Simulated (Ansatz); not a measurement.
This geometry of C₂H₂Cl (5 atoms, charge -1, multiplicity 1) is a first-order saddle point.

All numbers below come from RKS PBE0-D4/def2-SVP in Ansatz.

```xyz
5
Properties=species:S:1:pos:R:3
C 0.581 0.017 0.045
C -0.720 -0.022 -0.056
Cl -2.396 -0.071 -0.186
H 1.283 0.811 -0.405
H 1.251 -0.735 0.602
```

Task: Which two structures does it join? (They come from a converged band through this point; their orientation in space is the band's.)

Result: No bond is made or broken. The dihedral H5–C1–C2–Cl3 changes from 180 to 0° by way of a nearly straight angle C1–C2–Cl3 (up to 180°), not by a turn about the bond. The two ends are copies of one structure, up to a mirror image or an exchange of like atoms.

First end point:

```xyz
5
Properties=species:S:1:pos:R:3
C 0.501 -0.153 0.147
C -0.787 -0.542 0.280
Cl -1.860 0.751 -0.666
H 0.885 0.731 -0.394
H 1.261 -0.787 0.634
```

Last end point:

```xyz
5
Properties=species:S:1:pos:R:3
C 0.512 0.172 -0.064
C -0.750 0.513 -0.406
Cl -1.914 -0.821 0.355
H 1.318 0.835 -0.421
H 0.834 -0.698 0.535
```

Task: How far does it lie above each of them?

Result: 56.5 kcal/mol above the first and 56.5 kcal/mol above the second. This is the barrier of this one path; another mechanism may lie lower. Limits of this set-up: an anion without diffuse functions, the dipole of an ion depends on the origin.

Run time: 80 s on 1 thread of Arm Neoverse V1 (shared host), peak memory 0.1 GiB.
